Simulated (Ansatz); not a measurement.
# CH₅SSi+: functionals against CCSD(T) at one geometry

The task here is to estimate one member of a computed series from the others.

Method: single points in def2-TZVPP; program: Ansatz 0.2.0, Gaussian basis.

Cores are frozen in the correlated methods.

## The starting structure

SMILES `[CH2+]S[SiH3]`, 8 atoms, charge 1, spin multiplicity 1.

Atoms are counted from 1 here; the program's logs count them from 0.

Bond lengths: C1–S2 1.659 Å, C1–H4 1.045 Å, C1–H5 1.199 Å, S2–Si3 2.300 Å, Si3–H6 1.396 Å, Si3–H7 1.270 Å, Si3–H8 1.582 Å. Angles: S2–C1–H4 129.2°, S2–C1–H5 116.7°, H4–C1–H5 113.7°, C1–S2–Si3 108.4°, S2–Si3–H6 99.5°, S2–Si3–H7 98.7°, S2–Si3–H8 100.0°, H6–Si3–H7 126.3°, H6–Si3–H8 105.5°, H7–Si3–H8 120.3°.

As a file:

```csv
atom,x (Å),y (Å),z (Å)
C1,-0.6746,0.5907,-1.4763
S2,-1.1524,-0.3694,-0.2105
Si3,0.6050,-0.5619,1.2608
H4,0.1711,1.1980,-1.5625
H5,-1.4490,0.7105,-2.3843
H6,0.2275,0.4008,2.1993
H7,0.5803,-1.8212,1.4246
H8,1.7538,0.1089,0.4042
```

The first run:

File run/in.yaml:

```yaml
crystal:
  periodic: [false, false, false]
  atoms:
    - {symbol: C, position_ang: [-0.674600, 0.590700, -1.476300]}
    - {symbol: S, position_ang: [-1.152400, -0.369400, -0.210500]}
    - {symbol: Si, position_ang: [0.605000, -0.561900, 1.260800]}
    - {symbol: H, position_ang: [0.171100, 1.198000, -1.562500]}
    - {symbol: H, position_ang: [-1.449000, 0.710500, -2.384300]}
    - {symbol: H, position_ang: [0.227500, 0.400800, 2.199300]}
    - {symbol: H, position_ang: [0.580300, -1.821200, 1.424600]}
    - {symbol: H, position_ang: [1.753800, 0.108900, 0.404200]}
basis:
  gaussian: {orbitals: def2-TZVPP}
total_charge: 1
correlation: {method: ccsd_t}
output: {forces: true}
```

The command line of these runs was not kept.

Steps of the session up to this table: CCSD(T)/def2-TZVPP; PBE0-D4/def2-TZVPP; wB97M-V/def2-TZVPP; r2SCAN-D4/def2-TZVPP; PBE-D4/def2-TZVPP; B97M-V/def2-TZVPP; BLYP-D4/def2-TZVPP.

One table of the session follows, with a row left open; its other results are not shown here.

```
   method  RMS force component (eV/Å)  angle to CCSD(T) forces (°)
  CCSD(T)                       2.302                    reference
  PBE0-D4                       2.340                          4.6
  wB97M-V                           ?                            ?
r2SCAN-D4                       2.312                          3.0
   PBE-D4                       2.295                          3.9
   B97M-V                       2.244                          4.2
  BLYP-D4                       2.243                          2.5
```

**Question.** Estimate the row for wB97M-V.

As computed: RMS force component (eV/Å): 2.308; angle to CCSD(T) forces (°): 4.8. In the column «RMS force component (eV/Å)» it lies between CCSD(T) (2.302) and r2SCAN-D4 (2.312).
